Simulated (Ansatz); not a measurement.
# CHSi (doublet): RPA-PBE over a scan of the distance C2–H3, 6-31G

Aim: run CHSi (doublet) with these functionals over a scan of the distance C2–H3, and hold them against the top wave-function level at the same points.

Computed with Ansatz 0.2.0, Gaussian basis. Level: 6-31G, all electrons in the functionals, frozen cores in the correlation of double hybrids and RPA.

Plan: RPA-PBE, at 0.851 Å; 0.983 Å; 1.079 Å; 1.209 Å; 1.302 Å; 1.501 Å; 1.698 Å; 1.976 Å; 2.399 Å; 2.880 Å; 3.579 Å.

19 further runs of the same task are left out: 1 for a mislabelled method, 1 for a known fault of the program, 9 that didn't finish, 8 set aside as unsound or not needed.

## 1. What is computed

The geometry derives from a PBE0/def2-TZVP stationary point (not a proven minimum). One bond is set to the value named and the two fragments are kept rigid.

3 atoms, charge 0, spin multiplicity 2.

Atoms are counted from 1 here; the program's logs count them from 0.

Bond lengths: Si1–C2 1.682 Å, C2–H3 1.079 Å. Angles: Si1–C2–H3 180.0°.

No dispersion term is added.

The geometry shown and the zero of energy belong to the point 1.079 Å. The yardstick, FCI, and other wave-function levels (R restricted, U unrestricted, valence and pair active spaces) come from earlier runs.

## 2. RPA-PBE, 0.851 Å

Contents of in.yaml:

```yaml
crystal:
  periodic: [false, false, false]
  atoms:
    - {symbol: Si, position_ang: [0.000000, 0.000000, 1.405301]}
    - {symbol: C, position_ang: [0.000000, 0.000000, -0.277150]}
    - {symbol: H, position_ang: [0.000000, 0.000000, -1.128150]}
basis:
  gaussian: {orbitals: 6-31G}
magnetization: {spin_polarized: true, initial_magnetization: 1}
hamiltonian: {xc: {name: PBE}}
correlation: {method: rpa, electrons: outside_noble_gas}
```

Started as:

```console
ansatz run in.yaml --threads 1 --pin off --events-out ev --progress --plain --max-ram 2393MiB
```

What it wrote:

```text
Functional definition: PBE
  name "PBE"
  cite "Perdew, Burke & Ernzerhof, Phys. Rev. Lett. 77, 3865 (1996) doi:10.1103/PhysRevLett.77.3865"
  parent pbe
  parameter kappa = 0.804
  parameter beta = 0.06672455060314922
  exchange = pbe_x(kappa = kappa, mu = beta*pi^2/3)
  correlation = pbe_c(beta = beta)
299 factors; integrals over basis functions are off by at most 2.3e-4 eV
mean field evaluation 1: about -8895.6688 eV, gradient 5.8e1 eV
mean field evaluation 2: about -8895.6631 eV, gradient 5.8e1 eV
mean field evaluation 4: about -8912.7488 eV, gradient 2.2e1 eV
mean field evaluation 8: about -8918.3584 eV, gradient 2.0e-1 eV
mean field evaluation 16: about -8918.3590 eV, gradient 1.2e-4 eV
mean field evaluation 32: about -8916.0414 eV, gradient 1.1e1 eV
mean field evaluation 64: about -8918.3445 eV, gradient 4.4e-1 eV
mean field evaluation 96: about -8883.2081 eV, gradient 1.9e1 eV
mean field -8918.35897536 eV, -327.7436472635 hartree, gradient 1.4e-6 eV, S^2 0.754643; 6 other end points of the search recorded, 0 dependent functions left out
6 core orbitals not correlated: weight in the atoms' cores, before any rotation towards them, 1.000 or more for the frozen orbitals, at most 0.000 for the correlated occupied ones
reference -8901.57541089 eV, -327.1268626456 hartree; 5, 4 occupied and 13, 14 virtual orbitals, 299 factors
Total energy: -8907.37587405 eV, -327.3400257352 hartree
```

Run time: 2.3 s. Hardware: 1 thread of Arm Neoverse V1, shared host.

From the report: ⟨S²⟩ of the determinant 0.755 (pure doublet: 0.75).

## 3. RPA-PBE, 0.983 Å

Contents of in.yaml:

```yaml
crystal:
  periodic: [false, false, false]
  atoms:
    - {symbol: Si, position_ang: [0.000000, 0.000000, 1.449301]}
    - {symbol: C, position_ang: [0.000000, 0.000000, -0.233150]}
    - {symbol: H, position_ang: [0.000000, 0.000000, -1.216150]}
basis:
  gaussian: {orbitals: 6-31G}
magnetization: {spin_polarized: true, initial_magnetization: 1}
hamiltonian: {xc: {name: PBE}}
correlation: {method: rpa, electrons: outside_noble_gas}
```

Launched as before.

What it wrote, cut to the lines that bear on the results:

```text
Functional definition: PBE
  name "PBE"
  cite "Perdew, Burke & Ernzerhof, Phys. Rev. Lett. 77, 3865 (1996) doi:10.1103/PhysRevLett.77.3865"
  parent pbe
[...]
299 factors; integrals over basis functions are off by at most 2.4e-4 eV
[...]
mean field -8919.77657110 eV, -327.7957429463 hartree, gradient 3.8e-6 eV, S^2 0.754587; 6 other end points of the search recorded, 0 dependent functions left out
6 core orbitals not correlated: weight in the atoms' cores, before any rotation towards them, 1.000 or more for the frozen orbitals, at most 0.000 for the correlated occupied ones
reference -8902.90080824 eV, -327.1755700998 hartree; 5, 4 occupied and 13, 14 virtual orbitals, 299 factors
Total energy: -8908.83240771 eV, -327.3935523600 hartree
```

Run time: 2.2 s. Hardware: 1 thread of Arm Neoverse V1, shared host.

From the report: ⟨S²⟩ of the determinant 0.755 (pure doublet: 0.75).

## 4. RPA-PBE, 1.079 Å

Contents of in.yaml:

```yaml
crystal:
  periodic: [false, false, false]
  atoms:
    - {symbol: Si, position_ang: [0.000000, 0.000000, 1.481442]}
    - {symbol: C, position_ang: [0.000000, 0.000000, -0.201009]}
    - {symbol: H, position_ang: [0.000000, 0.000000, -1.280432]}
basis:
  gaussian: {orbitals: 6-31G}
magnetization: {spin_polarized: true, initial_magnetization: 1}
hamiltonian: {xc: {name: PBE}}
correlation: {method: rpa, electrons: outside_noble_gas}
```

Launched as before.

What it wrote, cut to the lines that bear on the results:

```text
Functional definition: PBE
  name "PBE"
  cite "Perdew, Burke & Ernzerhof, Phys. Rev. Lett. 77, 3865 (1996) doi:10.1103/PhysRevLett.77.3865"
  parent pbe
[...]
299 factors; integrals over basis functions are off by at most 2.4e-4 eV
[...]
mean field -8920.02459378 eV, -327.8048576115 hartree, gradient 1.2e-6 eV, S^2 0.754632; 6 other end points of the search recorded, 0 dependent functions left out
6 core orbitals not correlated: weight in the atoms' cores, before any rotation towards them, 1.000 or more for the frozen orbitals, at most 0.000 for the correlated occupied ones
reference -8903.05921186 eV, -327.1813913256 hartree; 5, 4 occupied and 13, 14 virtual orbitals, 299 factors
Total energy: -8909.09958363 eV, -327.4033708940 hartree
```

Wall time 2.2 s (1 thread of Arm Neoverse V1, shared host).

From the report: ⟨S²⟩ of the determinant 0.755 (pure doublet: 0.75).

## 5. RPA-PBE, 1.209 Å

Contents of in.yaml:

```yaml
crystal:
  periodic: [false, false, false]
  atoms:
    - {symbol: Si, position_ang: [0.000000, 0.000000, 1.524634]}
    - {symbol: C, position_ang: [0.000000, 0.000000, -0.157817]}
    - {symbol: H, position_ang: [0.000000, 0.000000, -1.366817]}
basis:
  gaussian: {orbitals: 6-31G}
magnetization: {spin_polarized: true, initial_magnetization: 1}
hamiltonian: {xc: {name: PBE}}
correlation: {method: rpa, electrons: outside_noble_gas}
```

Launched as before.

What it wrote, cut to the lines that bear on the results:

```text
Functional definition: PBE
  name "PBE"
  cite "Perdew, Burke & Ernzerhof, Phys. Rev. Lett. 77, 3865 (1996) doi:10.1103/PhysRevLett.77.3865"
  parent pbe
[...]
299 factors; integrals over basis functions are off by at most 2.5e-4 eV
[...]
mean field -8919.82652425 eV, -327.7975786906 hartree, gradient 4.2e-6 eV, S^2 0.754817; 6 other end points of the search recorded, 0 dependent functions left out
6 core orbitals not correlated: weight in the atoms' cores, before any rotation towards them, 1.000 or more for the frozen orbitals, at most 0.000 for the correlated occupied ones
reference -8902.71883487 eV, -327.1688827018 hartree; 5, 4 occupied and 13, 14 virtual orbitals, 299 factors
Total energy: -8908.92311225 eV, -327.3968856902 hartree
```

It took 2.2 s on 1 thread of Arm Neoverse V1, shared host.

From the report: ⟨S²⟩ of the determinant 0.755 (pure doublet: 0.75).

From 1.079 Å: +17.0 kJ/mol.

## 6. RPA-PBE, 1.302 Å

Contents of in.yaml:

```yaml
crystal:
  periodic: [false, false, false]
  atoms:
    - {symbol: Si, position_ang: [0.000000, 0.000000, 1.555634]}
    - {symbol: C, position_ang: [0.000000, 0.000000, -0.126817]}
    - {symbol: H, position_ang: [0.000000, 0.000000, -1.428817]}
basis:
  gaussian: {orbitals: 6-31G}
magnetization: {spin_polarized: true, initial_magnetization: 1}
hamiltonian: {xc: {name: PBE}}
correlation: {method: rpa, electrons: outside_noble_gas}
```

The command is unchanged.

What it wrote, cut to the lines that bear on the results:

```text
Functional definition: PBE
  name "PBE"
  cite "Perdew, Burke & Ernzerhof, Phys. Rev. Lett. 77, 3865 (1996) doi:10.1103/PhysRevLett.77.3865"
  parent pbe
[...]
299 factors; integrals over basis functions are off by at most 2.6e-4 eV
[...]
mean field -8919.48910695 eV, -327.7851788337 hartree, gradient 8.1e-7 eV, S^2 0.755065; 6 other end points of the search recorded, 0 dependent functions left out
6 core orbitals not correlated: weight in the atoms' cores, before any rotation towards them, 1.000 or more for the frozen orbitals, at most 0.000 for the correlated occupied ones
reference -8902.26690506 eV, -327.1522745877 hartree; 5, 4 occupied and 13, 14 virtual orbitals, 299 factors
Total energy: -8908.60215666 eV, -327.3850907898 hartree
```

Wall time 2.1 s (1 thread of Arm Neoverse V1, shared host).

From the report: ⟨S²⟩ of the determinant 0.755 (pure doublet: 0.75).

From 1.079 Å: +48.0 kJ/mol.

## 7. RPA-PBE, 1.501 Å

Contents of in.yaml:

```yaml
crystal:
  periodic: [false, false, false]
  atoms:
    - {symbol: Si, position_ang: [0.000000, 0.000000, 1.621967]}
    - {symbol: C, position_ang: [0.000000, 0.000000, -0.060484]}
    - {symbol: H, position_ang: [0.000000, 0.000000, -1.561484]}
basis:
  gaussian: {orbitals: 6-31G}
magnetization: {spin_polarized: true, initial_magnetization: 1}
hamiltonian: {xc: {name: PBE}}
correlation: {method: rpa, electrons: outside_noble_gas}
```

Launched as before.

What it wrote, cut to the lines that bear on the results:

```text
Functional definition: PBE
  name "PBE"
  cite "Perdew, Burke & Ernzerhof, Phys. Rev. Lett. 77, 3865 (1996) doi:10.1103/PhysRevLett.77.3865"
  parent pbe
[...]
299 factors; integrals over basis functions are off by at most 2.8e-4 eV
[...]
mean field -8918.56997318 eV, -327.7514012904 hartree, gradient 3.7e-7 eV, S^2 0.756170; 6 other end points of the search recorded, 0 dependent functions left out
6 core orbitals not correlated: weight in the atoms' cores, before any rotation towards them, 1.000 or more for the frozen orbitals, at most 0.000 for the correlated occupied ones
reference -8901.07567813 eV, -327.1084978055 hartree; 5, 4 occupied and 13, 14 virtual orbitals, 299 factors
Total energy: -8907.72913936 eV, -327.3530079957 hartree
```

It took 2.1 s on 1 thread of Arm Neoverse V1, shared host.

From the report: ⟨S²⟩ of the determinant 0.756 (pure doublet: 0.75).

From 1.079 Å: +132.2 kJ/mol.

## 8. RPA-PBE, 1.698 Å

Contents of in.yaml:

```yaml
crystal:
  periodic: [false, false, false]
  atoms:
    - {symbol: Si, position_ang: [0.000000, 0.000000, -1.687634]}
    - {symbol: C, position_ang: [0.000000, 0.000000, -0.005183]}
    - {symbol: H, position_ang: [0.000000, 0.000000, 1.692817]}
basis:
  gaussian: {orbitals: 6-31G}
magnetization: {spin_polarized: true, initial_magnetization: 1}
hamiltonian: {xc: {name: PBE}}
correlation: {method: rpa, electrons: outside_noble_gas}
```

The command is unchanged.

What it wrote, cut to the lines that bear on the results:

```text
Functional definition: PBE
  name "PBE"
  cite "Perdew, Burke & Ernzerhof, Phys. Rev. Lett. 77, 3865 (1996) doi:10.1103/PhysRevLett.77.3865"
  parent pbe
[...]
299 factors; integrals over basis functions are off by at most 2.2e-4 eV
[...]
mean field -8917.64553235 eV, -327.7174287167 hartree, gradient 1.8e-6 eV, S^2 0.759478; 4 other end points of the search recorded, 0 dependent functions left out
6 core orbitals not correlated: weight in the atoms' cores, before any rotation towards them, 1.000 or more for the frozen orbitals, at most 0.000 for the correlated occupied ones
reference -8899.85883182 eV, -327.0637795286 hartree; 5, 4 occupied and 13, 14 virtual orbitals, 299 factors
Total energy: -8906.86800092 eV, -327.3213617420 hartree
```

Run time: 1.8 s. Hardware: 1 thread of Arm Neoverse V1, shared host.

From the report: ⟨S²⟩ of the determinant 0.759 (pure doublet: 0.75).

From 1.079 Å: +215.3 kJ/mol.

## 9. RPA-PBE, 1.976 Å

Contents of in.yaml:

```yaml
crystal:
  periodic: [false, false, false]
  atoms:
    - {symbol: Si, position_ang: [0.000000, 0.000000, -1.780301]}
    - {symbol: C, position_ang: [0.000000, 0.000000, -0.097850]}
    - {symbol: H, position_ang: [0.000000, 0.000000, 1.878150]}
basis:
  gaussian: {orbitals: 6-31G}
magnetization: {spin_polarized: true, initial_magnetization: 1}
hamiltonian: {xc: {name: PBE}}
correlation: {method: rpa, electrons: outside_noble_gas}
```

Launched as before.

What it wrote, cut to the lines that bear on the results:

```text
Functional definition: PBE
  name "PBE"
  cite "Perdew, Burke & Ernzerhof, Phys. Rev. Lett. 77, 3865 (1996) doi:10.1103/PhysRevLett.77.3865"
  parent pbe
[...]
299 factors; integrals over basis functions are off by at most 1.1e-4 eV
[...]
mean field -8916.53104916 eV, -327.6764722149 hartree, gradient 1.6e-6 eV, S^2 0.804309; 14 other end points of the search recorded, 0 dependent functions left out
6 core orbitals not correlated: weight in the atoms' cores, before any rotation towards them, 1.000 or more for the frozen orbitals, at most 0.000 for the correlated occupied ones
reference -8898.41860569 eV, -327.0108521943 hartree; 5, 4 occupied and 13, 14 virtual orbitals, 299 factors
Total energy: -8905.85601740 eV, -327.2841720335 hartree
```

It took 5.5 s on 1 thread of Arm Neoverse V1, shared host.

From the report: ⟨S²⟩ of the determinant 0.804 (pure doublet: 0.75).

From 1.079 Å: +313.0 kJ/mol.

## 10. RPA-PBE, 2.399 Å

Contents of in.yaml:

```yaml
crystal:
  periodic: [false, false, false]
  atoms:
    - {symbol: Si, position_ang: [0.000000, 0.000000, -1.921301]}
    - {symbol: C, position_ang: [0.000000, 0.000000, -0.238850]}
    - {symbol: H, position_ang: [0.000000, 0.000000, 2.160150]}
basis:
  gaussian: {orbitals: 6-31G}
magnetization: {spin_polarized: true, initial_magnetization: 1}
hamiltonian: {xc: {name: PBE}}
correlation: {method: rpa, electrons: outside_noble_gas}
```

The command is unchanged.

What it wrote, cut to the lines that bear on the results:

```text
Functional definition: PBE
  name "PBE"
  cite "Perdew, Burke & Ernzerhof, Phys. Rev. Lett. 77, 3865 (1996) doi:10.1103/PhysRevLett.77.3865"
  parent pbe
[...]
299 factors; integrals over basis functions are off by at most 1.4e-4 eV
[...]
mean field -8915.57853952 eV, -327.6414681312 hartree, gradient 3.7e-6 eV, S^2 1.415756; 17 other end points of the search recorded, 0 dependent functions left out
6 core orbitals not correlated: weight in the atoms' cores, before any rotation towards them, 1.000 or more for the frozen orbitals, at most 0.000 for the correlated occupied ones
reference -8898.50513249 eV, -327.0140319955 hartree; 5, 4 occupied and 13, 14 virtual orbitals, 299 factors
Total energy: -8904.92994998 eV, -327.2501396834 hartree
```

Run time: 7.5 s. Hardware: 1 thread of Arm Neoverse V1, shared host.

From the report: ⟨S²⟩ of the determinant 1.416 (pure doublet: 0.75). The determinant is far from a pure spin state, so its energy mixes those of several spin states (harmless only where they are near-degenerate, as at dissociation).

From 1.079 Å: +402.3 kJ/mol.

## 11. RPA-PBE, 2.880 Å

Contents of in.yaml:

```yaml
crystal:
  periodic: [false, false, false]
  atoms:
    - {symbol: Si, position_ang: [0.000000, 0.000000, -2.081634]}
    - {symbol: C, position_ang: [0.000000, 0.000000, -0.399183]}
    - {symbol: H, position_ang: [0.000000, 0.000000, 2.480817]}
basis:
  gaussian: {orbitals: 6-31G}
magnetization: {spin_polarized: true, initial_magnetization: 1}
hamiltonian: {xc: {name: PBE}}
correlation: {method: rpa, electrons: outside_noble_gas}
```

Same command.

What it wrote, cut to the lines that bear on the results:

```text
Functional definition: PBE
  name "PBE"
  cite "Perdew, Burke & Ernzerhof, Phys. Rev. Lett. 77, 3865 (1996) doi:10.1103/PhysRevLett.77.3865"
  parent pbe
[...]
299 factors; integrals over basis functions are off by at most 9.7e-5 eV
[...]
mean field -8915.27914341 eV, -327.6304655271 hartree, gradient 8.1e-6 eV, S^2 1.683804; 20 other end points of the search recorded, 0 dependent functions left out
6 core orbitals not correlated: weight in the atoms' cores, before any rotation towards them, 1.000 or more for the frozen orbitals, at most 0.000 for the correlated occupied ones
reference -8898.72197816 eV, -327.0220009269 hartree; 5, 4 occupied and 13, 14 virtual orbitals, 299 factors
Total energy: -8904.77526878 eV, -327.2444552542 hartree
```

Wall time 8 s (1 thread of Arm Neoverse V1, shared host).

From the report: ⟨S²⟩ of the determinant 1.684 (pure doublet: 0.75). The determinant is far from a pure spin state, so its energy mixes those of several spin states (harmless only where they are near-degenerate, as at dissociation).

From 1.079 Å: +417.2 kJ/mol.

## 12. RPA-PBE, 3.579 Å

Contents of in.yaml:

```yaml
crystal:
  periodic: [false, false, false]
  atoms:
    - {symbol: Si, position_ang: [0.000000, 0.000000, -2.314634]}
    - {symbol: C, position_ang: [0.000000, 0.000000, -0.632183]}
    - {symbol: H, position_ang: [0.000000, 0.000000, 2.946817]}
basis:
  gaussian: {orbitals: 6-31G}
magnetization: {spin_polarized: true, initial_magnetization: 1}
hamiltonian: {xc: {name: PBE}}
correlation: {method: rpa, electrons: outside_noble_gas}
```

Launched as before.

What it wrote, cut to the lines that bear on the results:

```text
Functional definition: PBE
  name "PBE"
  cite "Perdew, Burke & Ernzerhof, Phys. Rev. Lett. 77, 3865 (1996) doi:10.1103/PhysRevLett.77.3865"
  parent pbe
[...]
299 factors; integrals over basis functions are off by at most 2.3e-4 eV
[...]
mean field -8915.19025788 eV, -327.6271990442 hartree, gradient 2.7e-6 eV, S^2 1.755646; 22 other end points of the search recorded, 0 dependent functions left out
6 core orbitals not correlated: weight in the atoms' cores, before any rotation towards them, 1.000 or more for the frozen orbitals, at most 0.000 for the correlated occupied ones
reference -8898.80747389 eV, -327.0251428372 hartree; 5, 4 occupied and 13, 14 virtual orbitals, 299 factors
Total energy: -8904.79088238 eV, -327.2450290433 hartree
```

Run time: 9 s. Hardware: 1 thread of Arm Neoverse V1, shared host.

From the report: ⟨S²⟩ of the determinant 1.756 (pure doublet: 0.75). The determinant is far from a pure spin state, so its energy mixes those of several spin states (harmless only where they are near-degenerate, as at dissociation).

From 1.079 Å: +415.7 kJ/mol.

## 13. The comparison

The yardstick is full CI for this spin, exact in this basis with these frozen cores. It comes from earlier runs at the same points. Energies in kJ/mol, counted from 1.079 Å; blanks weren't run or aren't comparable.

| level | 0.851 Å | 0.983 Å | 1.079 Å | 1.209 Å | 1.302 Å | 1.501 Å | 1.698 Å | 1.976 Å | 2.399 Å | 2.880 Å | 3.579 Å |
| --- | --- | --- | --- | --- | --- | --- | --- | --- | --- | --- | --- |
| FCI | 162.0 | 24.0 | 0.0 | 19.1 | 51.2 | 136.8 | 218.9 | 308.8 | 381.3 | 406.2 | 412.7 |
| RPA-PBE | 166.3 | 25.8 | 0.0 | 17.0 | 48.0 | 132.2 | 215.3 | 313.0 | 402.3 | 417.2 | 415.7 |

Largest miss and mean time a point (FCI took 2.7 min a point; shared hosts):

| level | largest miss (kJ/mol) | where | time a point |
| --- | --- | --- | --- |
| RPA-PBE | +21.0 | 2.399 Å | 4.1 s |

## 14. Results

```
             quantity                   value
span of the FCI curve            412.7 kJ/mol
largest miss, RPA-PBE  +21.0 kJ/mol (2.399 Å)
```

**Reading.** RPA-PBE strays by up to 21.0 kJ/mol, at 2.399 Å. RPA-PBE clearly breaks the spin symmetry at some points (⟨S²⟩ up to 1.01 above the pure value), so energy there is bought with a mixed spin. Functionals and the yardstick converge differently with the basis, so part of each miss in 6-31G is the basis.
